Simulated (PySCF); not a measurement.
Bonds: Al1-C4 1.969 Å, C4-C5 1.535 Å. Al1 carries H2, H3; C4 carries H6, H7; C5 carries H8, H9, H10.

Geometry: PBE0-D3(BJ)/def2-SVP; GIAO shifts from PySCF, gas phase, non-relativistic, averaged over equivalent atoms.

At PBE/pcSseg-1 (pcSseg-2 on Al) (112 basis functions, 7 s wall time on 1 thread of an x86-64 server CPU, shared host):
```tsv
atoms	δ (ppm)
Al1	313.2
H2/H3	5.67
H8/H9/H10	1.12
H6/H7	0.67
C4	7.7
C5	6.3
```

Chemical shifts δ = σref − σ; [Al(H2O)6]3+ for $^{27}$Al (σref 560.82); $^{1}$H (σref 31.20) and $^{13}$C (σref 180.03) vs TMS, all at this level.

Estimate the result of repeating the calculation with PBE0/pcSseg-1 (pcSseg-2 on Al).

## Answers


| atoms | δ at PBE0/pcSseg-1 (pcSseg-2 on Al) | change |
| --- | --- | --- |
| Al1 | 303.4 | -9.8 |
| H2/H3 | 5.41 | -0.26 |
| H8/H9/H10 | 1.10 | -0.02 |
| H6/H7 | 0.51 | -0.16 |
| C4 | 5.3 | -2.4 |
| C5 | 6.3 | +0.0 |

Chemical shifts δ = σref − σ; $^{27}$Al (σref 576.18) against [Al(H2O)6]3+; TMS for $^{1}$H (σref 31.27), $^{13}$C (σref 184.41), all at this level.

The largest change is at Al1 (aluminium bonded to C, 2 H). Cost: 112 basis functions, 5.6 s wall time on 1 thread of an x86-64 server CPU, shared host.
